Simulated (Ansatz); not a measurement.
Total energies of Al2H3⁺ from Ansatz at PBE-D4/def2-TZVP, gas phase (1 Eh = 27.2114 eV = 2625.5 kJ/mol). The reference geometry is relaxed at PBE-D4/def2-TZVP.

```xyz
5

Al    1.1346   -0.9913   -0.2887
Al   -0.8658    0.7573    0.2178
H    -1.3285    1.4972   -1.0962
H     2.3113   -2.0204   -0.5803
H    -1.2517    0.7572    1.7473
```

```
           state                     geometry  energy (Eh)
charge 1 singlet                    reference   -486.07601
charge 0 doublet                    reference   -486.31199
charge 1 triplet  relaxed at PBE-D4/def2-TZVP   -486.02449
charge 1 quintet  relaxed at PBE-D4/def2-TZVP   -485.90477
```

Task: Work out the vertical electron affinity, to the doublet.

Result: E(charge 1 singlet) − E(charge 0 doublet) = -486.07601 − (-486.31199) = 0.23598 Eh = 6.42 eV.

Task: Which of the charge 1 states is lowest, and how far above it are the others?

Result: The singlet. triplet: -486.02449 − (-486.07601) = 0.05152 Eh = 135.3 kJ/mol; quintet: -485.90477 − (-486.07601) = 0.17124 Eh = 449.6 kJ/mol. The triplet differs in its bonds from the reference.

The structure comes from a short search, and lower isomers may exist.
